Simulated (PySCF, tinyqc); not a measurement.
RHF in the sto-3g basis, for CH2, spin multiplicity 1, step by step. This run ends on a higher stationary point, not on the lowest solution. The lowest restricted solution is unstable here: a spin-polarised one lies 0.0253 hartree lower (PySCF). One step of it, computed by the program tinyqc.

Problem. Iteration 1: building the Fock matrix. J_ij = sum D_kl (ij|kl), K_ij = sum D_kl (ik|jl); F = H + J - 0.5 K; E = tr D H + tr D J / 2 - 0.25 tr D K + E_nn.

D at the start, lower triangle:
```
            1C 1s      1C 2s    1C 2px     1C 2py     1C 2pz      2H 1s     3H 1s
1C 1s    2.125193
1C 2s   -0.514138   2.105494
1C 2px   0.000000   0.000000  2.000000
1C 2py  -0.002470   0.014302  0.000000   2.234935
1C 2pz  -0.192811   0.825618  0.000000   0.012924   0.323808
2H 1s    0.062922  -0.246702  0.000000  -0.255163  -0.097556   0.057662
3H 1s    0.058901  -0.230449  0.000000   0.239973  -0.089563  -0.000391  0.051331
```

core Hamiltonian H = T + V (hartree), lower triangle:
```
             1C 1s      1C 2s     1C 2px     1C 2py     1C 2pz      2H 1s      3H 1s
1C 1s   -18.498252
1C 2s    -4.461071  -5.450255
1C 2px    0.000000   0.000000  -4.356615
1C 2py   -0.000597  -0.006058   0.000000  -4.459050
1C 2pz   -0.009905  -0.111878   0.000000  -0.002676  -4.392232
2H 1s    -0.541167  -1.469380   0.000000  -1.163541  -0.702963  -2.916235
3H 1s    -0.483089  -1.351702   0.000000   1.085116  -0.656035  -0.222752  -2.840589
```

Two-electron integrals (ij|kl) in chemists' order, unique and non-zero (hartree):
```
(11|11) 3.541948    (21|11) 0.576921    (21|21) 0.111888    (22|11) 0.854682
(22|21) 0.205284    (22|22) 0.624709    (31|31) 0.020296    (32|31) 0.030858
(32|32) 0.137996    (33|11) 0.852436    (33|21) 0.205335    (33|22) 0.624568
(33|33) 0.672833    (41|41) 0.020296    (42|41) 0.030858    (42|42) 0.137996
(43|43) 0.036269    (44|11) 0.852436    (44|21) 0.205335    (44|22) 0.624568
(44|33) 0.600295    (44|44) 0.672833    (51|51) 0.020296    (52|51) 0.030858
(52|52) 0.137996    (53|53) 0.036269    (54|54) 0.036269    (55|11) 0.852436
(55|21) 0.205335    (55|22) 0.624568    (55|33) 0.600295    (55|44) 0.600295
(55|55) 0.672833    (61|11) 0.069452    (61|21) 0.013399    (61|22) 0.024580
(61|33) 0.024504    (61|41) 0.000668    (61|42) 0.001264    (61|44) 0.024680
(61|51) 0.000394    (61|52) 0.000745    (61|54) 0.000104    (61|55) 0.024565
(61|61) 0.001637    (62|11) 0.196218    (62|21) 0.047906    (62|22) 0.164436
(62|33) 0.160265    (62|41) 0.003878    (62|42) 0.028853    (62|44) 0.169426
(62|51) 0.002287    (62|52) 0.017013    (62|54) 0.005402    (62|55) 0.163450
(62|61) 0.005986    (62|62) 0.061296    (63|31) 0.004464    (63|32) 0.024729
(63|43) 0.005365    (63|53) 0.003164    (63|63) 0.006764    (64|11) 0.155097
(64|21) 0.038310    (64|22) 0.139430    (64|33) 0.132624    (64|41) 0.007090
(64|42) 0.046869    (64|44) 0.150423    (64|51) 0.001548    (64|52) 0.013055
(64|54) 0.007332    (64|55) 0.135081    (64|61) 0.004965    (64|62) 0.061537
(64|64) 0.067418    (65|11) 0.091451    (65|21) 0.022589    (65|22) 0.082213
(65|33) 0.078200    (65|41) 0.001548    (65|42) 0.013055    (65|44) 0.082368
(65|51) 0.005377    (65|52) 0.032427    (65|54) 0.007823    (65|55) 0.085976
(65|61) 0.002928    (65|62) 0.036284    (65|64) 0.035764    (65|65) 0.027852
(66|11) 0.372494    (66|21) 0.092404    (66|22) 0.362626    (66|33) 0.344928
(66|41) 0.008267    (66|42) 0.085367    (66|44) 0.383940    (66|51) 0.004874
(66|52) 0.050336    (66|54) 0.023003    (66|55) 0.358492    (66|61) 0.011631
(66|62) 0.182233    (66|64) 0.200862    (66|65) 0.118436    (66|66) 0.774606
(71|11) 0.062010    (71|21) 0.011962    (71|22) 0.021942    (71|33) 0.021876
(71|41) -0.000591   (71|42) -0.001119   (71|44) 0.022029    (71|51) 0.000349
(71|52) 0.000660    (71|54) -0.000090   (71|55) 0.021929    (71|61) 0.001419
(71|62) 0.005026    (71|64) 0.003870    (71|65) 0.002467    (71|66) 0.009677
(71|71) 0.001304    (72|11) 0.179628    (72|21) 0.043874    (72|22) 0.151190
(72|33) 0.147342    (72|41) -0.003540   (72|42) -0.026650   (72|44) 0.155794
(72|51) 0.002087    (72|52) 0.015715    (72|54) -0.004984   (72|55) 0.150281
(72|61) 0.005156    (72|62) 0.037563    (72|64) 0.027919    (72|65) 0.021699
(72|66) 0.084320    (72|71) 0.004892    (72|72) 0.052582    (73|31) 0.004030
(73|32) 0.022492    (73|43) -0.004918   (73|53) 0.002900    (73|63) 0.003754
(73|73) 0.005698    (74|11) -0.143758   (74|21) -0.035518   (74|22) -0.129767
(74|33) -0.123490   (74|41) 0.006436    (74|42) 0.043061    (74|44) -0.139887
(74|51) -0.001419   (74|52) -0.012129   (74|54) 0.006769    (74|55) -0.125771
(74|61) -0.004022   (74|62) -0.028402   (74|64) -0.018213   (74|65) -0.016150
(74|66) -0.062067   (74|71) -0.004101   (74|72) -0.053397   (74|74) 0.058935
(75|11) 0.084772    (75|21) 0.020945    (75|22) 0.076521    (75|33) 0.072820
(75|41) -0.001419   (75|42) -0.012129   (75|44) 0.076688    (75|51) 0.004866
(75|52) 0.029644    (75|54) -0.007199   (75|55) 0.079965    (75|61) 0.002560
(75|62) 0.021898    (75|64) 0.016057    (75|65) 0.016139    (75|66) 0.051601
(75|71) 0.002418    (75|72) 0.031487    (75|74) -0.031393   (75|75) 0.024210
(76|11) 0.027120    (76|21) 0.006652    (76|22) 0.023839    (76|33) 0.023196
(76|41) -0.000006   (76|42) -0.000071   (76|44) 0.023858    (76|51) 0.000531
(76|52) 0.004311    (76|54) -0.000016   (76|55) 0.024436    (76|61) 0.000812
(76|62) 0.007786    (76|64) 0.006837    (76|65) 0.005092    (76|66) 0.021415
(76|71) 0.000725    (76|72) 0.007277    (76|74) -0.006510   (76|75) 0.004803
(76|76) 0.001296    (77|11) 0.359920    (77|21) 0.089303    (77|22) 0.351825
(77|33) 0.335096    (77|41) -0.007762   (77|42) -0.081416   (77|44) 0.371964
(77|51) 0.004577    (77|52) 0.048010    (77|54) -0.021740   (77|55) 0.347916
(77|61) 0.010482    (77|62) 0.089192    (77|64) 0.064725    (77|65) 0.053977
(77|66) 0.213598    (77|71) 0.010017    (77|72) 0.166894    (77|74) -0.185971
(77|75) 0.109664    (77|76) 0.021415    (77|77) 0.774606
```

nuclear repulsion = 4.63350937 hartree

Give: Coulomb J; exchange K; Fock matrix F; total energy of this density.

Solution.

Coulomb J (hartree), lower triangle:
```
          1C 1s    1C 2s  1C 2px   1C 2py  1C 2pz   2H 1s   3H 1s
1C 1s   12.3149
1C 2s    2.4037   5.4985
1C 2px   0.0000   0.0000  5.5376
1C 2py   0.0000  -0.0010  0.0000   5.5320
1C 2pz   0.0383   0.1817  0.0000   0.0001  5.4094
2H 1s    0.2896   1.4071  0.0000   1.1712  0.7126  2.9732
3H 1s    0.2585   1.2929  0.0000  -1.0898  0.6624  0.2024  2.8838
```

exchange K (hartree), lower triangle:
```
         1C 1s    1C 2s  1C 2px   1C 2py  1C 2pz   2H 1s   3H 1s
1C 1s   7.2655
1C 2s   1.2911   1.8040
1C 2px  0.0000   0.0000  1.7133
1C 2py  0.0000  -0.0017  0.0000   1.7090
1C 2pz  0.0210   0.5009  0.0000   0.0030  0.6093
2H 1s   0.1658   0.4396  0.0000   0.2922  0.1716  0.1906
3H 1s   0.1483   0.4024  0.0000  -0.2700  0.1565  0.0598  0.1622
```

Fock matrix F (hartree), lower triangle:
```
          1C 1s    1C 2s  1C 2px   1C 2py   1C 2pz    2H 1s    3H 1s
1C 1s   -9.8162
1C 2s   -2.7029  -0.8538
1C 2px   0.0000   0.0000  0.3244
1C 2py  -0.0006  -0.0062  0.0000   0.2184
1C 2pz   0.0179  -0.1806  0.0000  -0.0041   0.7126
2H 1s   -0.3345  -0.2821  0.0000  -0.1385  -0.0761  -0.0384
3H 1s   -0.2987  -0.2600  0.0000   0.1303  -0.0719  -0.0503  -0.0379
```

total energy of this density = -36.708096 hartree
